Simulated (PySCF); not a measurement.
Molecule: phosphabenzene, C₅H₅P.

Geometry (Å), atoms numbered from 1 in this order:
```xyz
11

C    -0.0365    1.1968   -0.0365
C    -1.2374    0.4863   -0.0035
C    -1.2993   -0.9021    0.0641
P     0.0700   -1.9708    0.1187
C     1.3642   -0.8125    0.0654
C     1.2093    0.5686   -0.0031
H    -0.0731    2.2877   -0.0902
H    -2.1741    1.0525   -0.0326
H    -2.2887   -1.3718    0.0853
H     2.3831   -1.2144    0.0873
H     2.1059    1.1964   -0.0323
```

Geometry PBE0-D3(BJ)/def2-SVP throughout; GIAO in PySCF, gas phase, one conformer, non-relativistic; equivalent atoms averaged; basis pcSseg-2.

Task: How do the absolute shieldings σ depend on the functional? (ppm; last column core-seconds on 1 thread of an Intel Xeon Platinum 8259CL, shared host)

Result: 
```
functional          kind  C3/C5  C2/C6    C1     P4  H9/H10  H8/H11     H7  core-s
        HF  Hartree–Fock   17.9   45.7  51.8  102.7   22.55   23.47  23.88      33
       LDA           LDA    8.1   34.8  40.0   28.0   21.56   22.60  23.06      83
       PBE           GGA   12.8   38.9  43.6   68.1   22.10   23.12  23.56      91
      BLYP           GGA    6.9   34.2  39.0   46.9   22.44   23.43  23.87      88
      BP86           GGA   13.0   39.1  43.9   65.1   22.19   23.21  23.65      91
      OPBE           GGA   24.8   48.9  53.1  117.5   22.02   23.08  23.51      95
```

Task: Which nucleus moves most, in ppm?

Result: P4 (phosphorus bonded to 2 C, in a 6-membered ring): from 28.0 ppm with LDA to 117.5 ppm with OPBE. The smallest spread is 0.81 ppm, at H7. Proton shifts span only some 12 ppm, so a few tenths of a ppm matter as much there as several ppm in carbon.
